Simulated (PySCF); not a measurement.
All values below come from M06-2X/def2-TZVP // PBE0-D3(BJ)/def2-SVP (PySCF). All species are isolated molecules in the gas phase. 

Reference species (SMILES): `N` (neutral, multiplicity 1).

```yaml
HOMO–LUMO gap: 10.91 eV
dipole_moment: 1.80 D
HOMO: -9.31 eV
```

Changed species: `S` (free base H2S; the reference has free base NH3).

**Question.** Give the shifts of the HOMO–LUMO gap, dipole moment and HOMO.

**Answer.** the HOMO–LUMO gap drops by 0.73 eV, to 10.18 eV; the dipole moment falls by 0.66 D, to 1.14 D; the HOMO goes up by 0.62 eV, to -8.69 eV.
